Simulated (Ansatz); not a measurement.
## Volume per atom of some elemental solids other than molecular ones

Method: PBE-D3(BJ) (Ansatz, a quantum-chemistry and plane-wave program, PAW). References are measured values corrected to a static lattice. The table is a random draw of 8 from 14 solids with such references.

Values in Å³/atom.

| solid | reference | PBE-D3(BJ) | error (%) |
|---|---|---|---|
| hcp Sc | 24.77¶ | 23.54 | -5.0 |
| hcp Y | 32.95¶ | 31.56 | -4.2 |
| hcp Cd | 21.01¶ | 21.29 | +1.3 |
| hcp Ru | 13.45¶ | 13.45 | 0.0 |
| hcp Co | 10.96¶ | 10.55 | -3.7 |
| hcp Re | 14.62¶ | 14.67 | +0.3 |
| hcp Ti | 17.50¶ | 16.52 | -5.6 |
| hcp Mg | 22.65¶ | 21.74 | -4.0 |

Over these 8 solids the mean error is -2.6 %, the mean absolute error 3.0 % (median 3.9 %), and the worst case hcp Ti at -5.6 %; the value is below the reference in 5 of 8 cases. Over all 14, from unrounded values, the mean error is -1.5 % and the mean absolute error 3.0 % (median 3.4 %).

All these references are brought to a static lattice.

Spin–orbit coupling is left out, also for the solids with elements from indium on (hcp Re); its size isn't shown.

¶ marks references of a special kind: hcp Sc, 24.77 Å³/atom (measured, copied from a table, unchecked, extrapolated to 0 K and zero-point effects removed; as tabulated in Lejaeghere et al. (2013), arXiv:1204.2733); hcp Y, 32.95 Å³/atom (measured, copied from a table, unchecked, extrapolated to 0 K and zero-point effects removed; as tabulated in Lejaeghere et al. (2013), arXiv:1204.2733); hcp Cd, 21.01 Å³/atom (measured, copied from a table, unchecked, extrapolated to 0 K and zero-point effects removed; as tabulated in Lejaeghere et al. (2013), arXiv:1204.2733); hcp Ru, 13.45 Å³/atom (measured, copied from a table, unchecked, extrapolated to 0 K and zero-point effects removed; as tabulated in Lejaeghere et al. (2013), arXiv:1204.2733); hcp Co, 10.96 Å³/atom (measured, copied from a table, unchecked, extrapolated to 0 K and zero-point effects removed; as tabulated in Lejaeghere et al. (2013), arXiv:1204.2733); hcp Re, 14.62 Å³/atom (measured, copied from a table, unchecked, extrapolated to 0 K and zero-point effects removed; as tabulated in Lejaeghere et al. (2013), arXiv:1204.2733); hcp Ti, 17.50 Å³/atom (measured, copied from a table, unchecked, extrapolated to 0 K and zero-point effects removed; as tabulated in Lejaeghere et al. (2013), arXiv:1204.2733); hcp Mg, 22.65 Å³/atom (measured, copied from a table, unchecked, extrapolated to 0 K and zero-point effects removed; as tabulated in Lejaeghere et al. (2013), arXiv:1204.2733).

Differences are worked out from the printed values.

Ansatz's density-functional and Hartree–Fock values are scalar-relativistic unless marked +SOC, with PAW data made under PBE.

Ansatz's runs of these crystals have no spin polarisation, but for hcp Co.

Density-functional runs with spin start from parallel moments for hcp Co.

Not in this set, of the elemental solids other than molecular ones with a reference value in our tables and a result at some level: 2 for a published cell of unstated conditions; 2 for a reference at room or unstated temperature; 2 for a cell known from the COD alone. These can be a level's best or worst cases. Solids without a released value at any level aren't counted. Cubic solids are told by their lattice constant and aren't counted here. Layered and molecular crystals are counted apart. The metals Ce to Yb are counted apart.

References as tabulated in Lejaeghere et al. (2013), arXiv:1204.2733.
